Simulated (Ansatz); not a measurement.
# Isomers

Structures of CH₃SSi, doublet, relaxed at PBE0-D4/def2-TZVP (vibrations not checked; lower isomers may exist, and structures with a doubtful reference or unclear bonds are left out). Computed with Ansatz 0.2.0 (basis: def2-TZVPP); correlated methods freeze the cores; orbitals are unrestricted. B3LYP uses VWN-RPA correlation.

Q: Rank them by CCSD(T) energy, lowest first, and give each one's height above the lowest. Links in brackets join atoms within 1.22 times the sum of their covalent radii (1.1 for two metals). (Judge from chemistry; the value comes from the calculation.)
A.
CH₃SSi ([CH2][SiH][S])
```
6
angstrom
C -0.7222 -0.1029 -0.6588
Si 0.5900 0.1570 0.5442
S 1.6428 -1.2699 1.3705
H -1.2883 0.7144 -1.0964
H -0.9942 -1.0996 -0.9902
H 0.7719 1.6010 0.8306
```
B.
CH₃SSi ([CH2]1[SiH][S]1)
```
6
angstrom
C 0.3620 0.4222 0.1965
Si -0.7528 -1.0565 0.2809
S -1.2867 0.7529 -0.6050
H -0.4716 -2.1944 -0.6512
H 1.1931 0.4682 -0.5016
H 0.5186 1.0096 1.0953
```
C.
CH₃SSi ([CH3][Si][S])
```
6
angstrom
C -0.5229 0.0147 -0.9602
Si -0.7381 -0.1183 0.9096
S 0.7731 -0.3363 2.1283
H -1.4737 0.1539 -1.4739
H 0.1409 0.8581 -1.1678
H -0.0411 -0.9016 -1.3119
```

A: Computed: C (0.00 kcal/mol), A (15.88 kcal/mol), B (22.39 kcal/mol). Heights count from the lowest.

Q: Do PBE-D4, r2SCAN-D4, PBE0-D4, B3LYP-D4, wB97M-V, HF, MP2 give the same order? (Judge from chemistry; the calculation decides.)

A: Computed: All do.

T1 diagnostic: at most 0.023. ⟨S²⟩ of the unrestricted Hartree–Fock references: 0.76 to 0.81 (a pure state has 0.75). The unrestricted reference is spin-contaminated, which hurts MP2 most.

For scale, one of the runs: CCSD(T)/def2-TZVPP, 157 basis functions, launched by `ansatz run in.yaml --threads 2 --pin off --events-out ev --progress --plain --max-ram 4352MiB`. Hardware: 2 CPU threads of an Arm Neoverse V2, shared host. Wall time 57 s; peak host memory 2.3 GiB.
